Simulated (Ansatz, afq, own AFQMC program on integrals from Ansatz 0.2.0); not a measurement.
AFQMC on a folder of integrals that Ansatz 0.2.0 wrote.

```yaml
crystal:
  periodic: [false, false, false]
  atoms:
    - {symbol: B, position_ang: [-0.000117, -0.004682, 0.004744]}
    - {symbol: H, position_ang: [-0.015700, 0.856743, 0.854578]}
    - {symbol: H, position_ang: [-0.019711, -0.785700, 0.796054]}
    - {symbol: H, position_ang: [0.021206, 0.845286, -0.856426]}
    - {symbol: H, position_ang: [0.015466, -0.866107, -0.845090]}
basis:
  gaussian: {orbitals: cc-pVDZ}
total_charge: 1
magnetization: {spin_polarized: false}
correlation: {method: ccsd_t, electrons: outside_noble_gas, hamiltonian_folder: ham}
```

```sh
$ ansatz run in.yaml --threads 1 --pin off --events-out ev --progress --plain --max-ram 16896MiB --backend cuda --devices 0, --max-vram 18GiB
```

afq runs on the folder ham with

```
--method phaseless --trial cisd --walkers 4000 --populations 20 --least-time 60 --time-step 0.005 --steps-per-block 50 --equilibration-blocks 28 --max-blocks 4000 --target-error 0.00015 --factor-cut 1e-05 --seed 1888 --release-times 0.24,0.51,0.99,1.62,2.4 --release-step 0.03 --release-every 3 --taylor-order 6
```

Times are imaginary, in 1/Eh. The walk had a cap of 122 s. With eight or more populations the least sampling time is a fifth of least-time, and the error comes from their spread.

```
orbitals 33  electrons 3 3  factors 261 of 304
reference energy -26.54905853 Eh
CCSD correlation -0.13156001 Eh in 9 cycles, weight of the determinant in the CISD state 0.9279
energy of the start -26.680621 Eh
 block  time / (1/Eh)  mean weight  energy / Eh
     1     0.250  0.9999  -26.680053
     2     0.500  0.9998  -26.680703
     3     0.750  1.0000  -26.681407
     4     1.000  0.9999  -26.681899
     5     1.250  0.9999  -26.682404
     8     2.000  0.9998  -26.683320
    11     2.750  1.0000  -26.683223
    14     3.500  1.0001  -26.683898
    17     4.250  1.0001  -26.683668
    20     5.000  1.0001  -26.683913
    23     5.750  1.0002  -26.683916
    26     6.500  1.0001  -26.684016
    29     7.250  0.9999  -26.683633
    32     8.000  1.0000  -26.684010
    35     8.750  1.0001  -26.683517
    36     9.000  0.9999  -26.683494
    38     9.500  1.0000  -26.683499
    41    10.250  1.0000  -26.683653
    44    11.000  1.0001  -26.683658
    47    11.750  0.9998  -26.683696
    50    12.500  1.0000  -26.683812
    53    13.250  1.0001  -26.683673
    56    14.000  1.0000  -26.683780
    59    14.750  0.9999  -26.683936
    62    15.500  1.0001  -26.684486
    65    16.250  1.0000  -26.683917
    68    17.000  1.0002  -26.683696
    71    17.750  1.0000  -26.683711
    74    18.500  0.9999  -26.683973
    77    19.250  1.0001  -26.683780
    78    19.500  1.0003  -26.683544
error from the spread of 20 populations
released: time / (1/Eh)  energy / Eh  error  mean overlap
  0.24  -26.683923  0.000049  0.9979
  0.51  -26.683906  0.000028  0.9981
  0.99  -26.683892  0.000031  0.9985
  1.62  -26.683936  0.000032  0.9945
  2.40  -26.683943  0.000035  0.9927
energy -26.683816 +/- 0.000047 Eh
(rows thinned)
```

**Question.** Estimate how long the walk took on 1 × NVIDIA H100 80GB HBM3 with 2 threads of AMD EPYC 7R13 Processor (Zen 3) (shared host) (the card was shared).

**Answer.** 16 s of wall time.

The run passed its tests (sampling time, drift between the halves within three errors, error under three times the target), which doesn't prove that it has relaxed. The second half of the sampling lies below the first by 1.6 errors of their difference, so the energy may still be moving and its error bar be too small.

Against this walk (error 1.3 meV) on the same determinant: CCSD(T) 16.2 meV higher, CCSDT(Q) 2.0 meV lower (within the noise), CCSDTQ 2.8 meV lower, full CI 2.9 meV lower. The error is statistical and leaves out the bias of the constraint. Released to 2.40 1/Eh the energy lies 3.5 ± 1.6 meV (both errors) below the phaseless value, which shows part or all of the bias of the constraint, and full CI lies 0.5 meV above the released value.

Cautions: constraint bias not in the error.

CCSDT and higher add their correlation energy to the determinant of the CCSD(T) run, since their own runs factorise the integrals more tightly (a shift of under 2 meV). A walk keeps the symmetry of its determinant, which the program's search chose and which needn't be the lowest solution, so a lower state of the same spin and another symmetry isn't excluded.
